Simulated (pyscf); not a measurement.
A first-order saddle from PySCF, ωB97X-D3(BJ)/def2-SVP:

```xyz
9

C      0.1338     0.3066    -0.7159
F      1.2371     1.0390    -0.4171
H     -0.5225     0.1356     0.4129
H     -0.5401     0.8521    -1.3961
H      0.4034    -0.6973    -1.0816
C     -1.0686     0.0546     1.6754
H     -1.9063    -0.6497     1.5941
H     -0.2450    -0.3094     2.3022
H     -1.3765     1.0809     1.9117
```
Charge 0, spin multiplicity 2.

Surface: doublet, charge 0. Lowest wavenumbers (cm⁻¹): 1807i, 11, 96, 310, 507.

Question: Name the species on either side of this saddle.

Answer: fluoromethane (H₃C–F) + methyl (CH₃•) ⇌ •H₂C–F + methane (CH₄), a hydrogen abstraction read from left to right: C–H broken and C–H formed. At CCSD(T)/def2-TZVPP + ΔMP2(QZVPP) it lies +0.70 eV from the left side and +0.86 eV from the right (each side as separated species at their lowest minima found). One saddle was located; it need not be the lowest between these sides. The angle at the transferred H is 172°. The CCSD(T) − MP2 part came from Ansatz, without density fitting, on the same reference.
